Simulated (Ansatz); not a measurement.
The structure comes from a relaxation in the same program, started in the fcc type, and has space group Fm-3m. Whether it is a known phase or the ground state wasn't checked.

Au: DFT, r2SCAN, PAW with Ansatz's default frozen-core files, scalar-relativistic (Ansatz 0.2.0). What sets it apart from a plain run of this crystal: functional r2scan.

Command: `ansatz run input.yaml --threads 1 --pin off --max-ram 2048MiB --backend cpu --events-out ev --progress --plain --runs-dir out` The run took 2.3 s on 1 thread of AMD EPYC 9B45 (Zen 5), with other jobs on the host.

```yaml
crystal:
  lattice:
    - [0.0, 2.0782666844, 2.0782666844]
    - [2.0782666844, 0.0, 2.0782666844]
    - [2.0782666844, 2.0782666844, 0.0]
  atoms:
    - { symbol: Au, position: [0.0, 0.0, 0.0] }
kpoints:
  mp_grid: { grid: [14, 14, 14] }
  band_path:
    path:
      - [0.0, 0.0, 0.0]
      - [0.5, 0.0, 0.5]
      - [0.625, 0.25, 0.625]
      - [0.375, 0.375, 0.75]
      - [0.0, 0.0, 0.0]
      - [0.5, 0.5, 0.5]
      - [0.5, 0.25, 0.75]
      - [0.5, 0.0, 0.5]
    npoints: 5
scf:
  occupations: { method: fermi_dirac, width: 0.03 }
hamiltonian:
  xc: r2scan
  pseudopotentials: { kind: paw }
output:
  forces: true
  stress: true
  eigenvalues: true
  efg: { contact_densities: true }
```

Output (standing set-up lines are left out):

```
Pseudopotential: Au, paw, valence charge 19, recommended cutoff 500 eV (meta_gga)
Functional definition: r2SCAN
  parameter k0 = 0.174
  parameter k1 = 0.065
  parameter a1 = 4.9479
  exchange = r2scan_x(k0 = k0, k1 = k1, a1 = a1)
  correlation = r2scan_c
Basis set: ecut = 500 eV, 459 PW (Γ), exchange–correlation on 96×96×96 points (64 copies of the dense FFT grid, shifted against one another)
PAW frozen core: Au, regenerated for the run's functional (the file was generated under x = pbe(κ = 0.804, μ = 0.2195149727645171), c = pbe(β = 0.06672455060314922))
PAW one-centre angular grid: Au, 590 points (default); XC on 160 Gauss nodes
Functional: x = r2scan, c = r2scan; τ floored in thin density (d = 2e-4 eV/Å³)
SCF iter   1: F=—  HF=-13163.509029 eV  |F-HF|=—  |Δ(HF+E_count)|=         —  Δρ=1.49e-2  dr2=4.14e-2  dr2_τ=2.79e-3  ethr=1.77e-3  ⟨swp⟩=5.2  Hψ=7722  notcnv=0
preconditioner: auto → none  [metal: Δε(μ)=0.031 eV  Ē_g=16.338 eV  σ=0.030 eV  W_gap=0.24  n_scr=8 (ndim 8)  ℏωp=29.1 eV  f_vac=0.000  D(μ)=0.42/eV (n_scr^D=0)  sad-step TF]
SCF iter   2: F=—  HF=-13163.499934 eV  |F-HF|=—  |Δ(HF+E_count)|=   9.09e-3  Δρ=5.69e-3  dr2=5.49e-3  dr2_τ=1.13e-3  ethr=2.18e-4  ⟨swp⟩=2.0  Hψ=2708  notcnv=0  defer=38
SCF iter   3: F=—  HF=-13163.500431 eV  |F-HF|=—  |Δ(HF+E_count)|=   4.97e-4  Δρ=1.51e-3  dr2=3.02e-4  dr2_τ=1.79e-5  ethr=2.89e-5  ⟨swp⟩=2.2  Hψ=2299  notcnv=0  defer=38
SCF iter   4: F=—  HF=-13163.500575 eV  |F-HF|=—  |Δ(HF+E_count)|=   1.44e-4  Δρ=4.74e-4  dr2=4.00e-5  dr2_τ=2.45e-6  ethr=1.59e-6  ⟨swp⟩=2.0  Hψ=2411  notcnv=0  defer=38
SCF iter   5: F=—  HF=-13163.500571 eV  |F-HF|=—  |Δ(HF+E_count)|=   4.08e-6  Δρ=5.27e-5  dr2=4.53e-7  dr2_τ=1.33e-8  ethr=2.10e-7  ⟨swp⟩=2.2  Hψ=1935  notcnv=0  defer=38
SCF iter   6: F=-13163.500571 eV  HF=-13163.500571 eV  |F-HF|=6.40e-9  |Δ(HF+E_count)|=   2.92e-8  Δρ=8.52e-6  dr2=1.18e-8  dr2_τ=3.20e-10  ethr=5.26e-10  ⟨swp⟩=6.2  Hψ=6316  notcnv=0
SCF 1 converged in 6 iterations: F = -13163.500571 eV  dr2 = 1.18e-8
  greatest PAW one-centre occupation: 1.003 electrons in one spin orbital (limit 2), on the Au atom at site 0 (counted from 0), in its partial waves of l = 0
NSCF: frozen V_eff on 36 k-points
SCF converged after 6 iterations
Free energy (F): -13163.500571 eV
Harris-Foulkes:  -13163.500571 eV  (|F-HF|=6.40e-9)
Internal energy: -13163.499596 eV  (E = F + TS)
E sigma→0 (E₀):  -13163.500084 eV
Entropy (-TS):   -0.000974 eV (-0.974 meV/atom)
Fermi energy:    19.043020 eV
--- Per-component energies (eV) ---
  E_band       = -248.558528
  E_kinetic    = 604.810718
  E_local      = -1787.680481  (includes V_loc(G=0)·N_el)
  E_nonlocal   = 76.059155
  E_hartree    = 759.477605
  E_xc         = -217.695484
  E_vxc        = -306.159385  (∫ρ·V_xc dr)
  E_paw        = -9731.319743  (= ΣΔE_a)
  E_vpaw       = -375.454454  (= ΣTr[D̂ρ^β])
  E_aug_tail   = 0.000644  (compensation charges beyond the density's cutoff)
  E_vtau       = 20.904368  (kinetic-family band-sum trace: ∫τ·v_τ [+ j·A + Jᵃ·Aᵃ] dr)
  E_ewald      = -2866.975687
  E_core_change = -0.176324  (= ΣΔE_core)
  E_smearing   = -0.000974  (= −TS)
  E_closure    = -0.000000  (closes the sum)
  Σ components = -13163.500571   (vs F -13163.500571, Δ=0.00e0)
--- Forces (eV/Å), atoms counted from 1 ---
  atom   1  Au    -0.00000000     0.00000000    -0.00000000
  max |Σ_I F_I| component: 1.31e-31 eV/Å
--- Stress (GPa, compression-positive) ---
       -3.361407      -0.000000      -0.000000
        0.000000      -3.361407      -0.000000
        0.000000       0.000000      -3.361407
  P = ⅓ Tr σ = -3.3614 GPa (-33.614 kbar)
--- PAW observables at the nuclei: V_zz in 10²¹ V/m², potentials from the cell's mean, atoms counted from 1 ---
  atom   1  Au V_zz =    +0.000000   η = 0.0000   by run symmetry: forbidden
            electrostatic potential = -16462.037654 V   contact ρ = 13072756.627284 e/Å³
--- Band table (eV; the first three rows and the last of 104) ---
  k-point 0: bands = ["-88.3663", "-39.1460", "-39.1460", "-39.1460", "9.5631", "14.4057", "14.4057", "14.4057", "15.8027", "15.8027", "34.2938", "38.0931", "38.0931", "38.0931"]
  k-point 1: bands = ["-88.3658", "-39.1555", "-39.1475", "-39.1475", "9.7395", "14.3545", "14.4634", "14.4634", "15.7788", "15.7788", "34.4743", "36.9926", "38.2805", "38.2805"]
  k-point 2: bands = ["-88.3644", "-39.1821", "-39.1515", "-39.1515", "10.2426", "14.2455", "14.5962", "14.5962", "15.7507", "15.7507", "34.3194", "35.3620", "38.7711", "38.7711"]
  k-point 103: bands = ["-88.3532", "-39.2856", "-39.2617", "-39.2206", "13.1963", "13.6099", "14.4661", "15.7823", "17.2581", "23.7935", "24.6347", "26.4098", "28.6883", "41.2602"]
```
